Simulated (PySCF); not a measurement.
Gas-phase reaction: SiCl4 + F = SiCl3F + Cl

Method: PySCF energies (xtb for GFN2) plus ideal-gas RRHO corrections (1 bar). † marks an energy on the PBE0/def2-TZVP geometry and frequencies; other levels use their own. MP2 and CCSD(T) freeze the core. Open shells (unrestricted): F (multiplicity 2, electronic degeneracy 6), Cl (multiplicity 2, electronic degeneracy 6); the rest are closed-shell singlets. GFN2 has no spin-polarisation term. Spin-orbit splitting is ignored; it lowers the true energy and changes the entropy of F, Cl. MP2 isn't extrapolated to the basis-set limit; its ΔH°(298 K) is -187.5 kJ in def2-SVP and -197.0 kJ in def2-TZVPP. CCSD(T) isn't extrapolated to the basis-set limit; its ΔH°(298 K) is -174.7 kJ in def2-SVP and -189.8 kJ in def2-TZVPP. The harmonic model lacks anharmonicity and excited electronic states, which grow with temperature; levels with a mode under 35 cm⁻¹ are left out.

```csv
level,"ΔE electronic, kJ","ΔH°(298 K), kJ","ΔS°(298 K), J/K","ΔG°(800 K), kJ"
CCSD(T)/def2-SVP†,-177,-175,7,-180
CCSD(T)/def2-TZVPP†,-192,-190,7,-195
GFN2-xTB,-163,-161,7,-165
M06-2X/def2-TZVP†,-191,-189,7,-194
MP2/def2-TZVPP†,-199,-197,7,-202
PBE0/def2-TZVP,-177,-175,7,-180
ωB97M-V/def2-TZVP†,-183,-181,7,-186
```
ΔH° is lowest at MP2/def2-TZVPP† and highest at GFN2-xTB. No reference value is set beside these.
